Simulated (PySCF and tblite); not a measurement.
Values are calculated unless marked as measured or tabulated.
C3H8O, numbered as in [CH3:1][CH2:2][CH2:3][OH:4].

Geometries PBE0-D3(BJ)/def2-SVP; weights from PBE0-D3(BJ)/def2-TZVP energies and GFN2-xTB thermal corrections, with symmetry numbers and mirror pairs. Conformers within 4 kcal/mol (GFN2-xTB free energy) were kept, 7 at most. Programs: PySCF with density fitting and tblite.

Rotational constants are equilibrium values for the commonest isotopes; dipoles come from the energy level named.

Torsions listed: C1–C2–C3–O4, C2–C3–O4–H4. Of a mirror pair one member is shown.

```csv
conformer,shape,symmetry
1,"-61°, 175°",C1 (pair)
2,"-62°, 67°",C1 (pair)
3,"-177°, -60°",C1 (pair)
4,"58°, 62°",C1 (pair)
5,"180°, -179°",Cs
```

Give the rotational constants and dipole components, as needed to look for these species in a jet-cooled rotational spectrum.


| conformer | A (MHz) | B (MHz) | C (MHz) | abs μa (D) | abs μb (D) | abs μc (D) | κ | Ic−Ia−Ib (u Å²) |
| --- | --- | --- | --- | --- | --- | --- | --- | --- |
| 1 | 14461 | 5183 | 4364 | 0.72 | 0.88 | 0.96 | -0.84 | -16.7 |
| 2 | 14343 | 5122 | 4294 | 1.45 | 0.07 | 0.81 | -0.84 | -16.2 |
| 3 | 26260 | 3791 | 3559 | 1.16 | 0.45 | 1.12 | -0.98 | -10.6 |
| 4 | 14203 | 5139 | 4348 | 0.61 | 1.03 | 1.09 | -0.84 | -17.7 |
| 5 | 26778 | 3831 | 3577 | 0.06 | 1.44 | 0.03 | -0.98 | -9.5 |
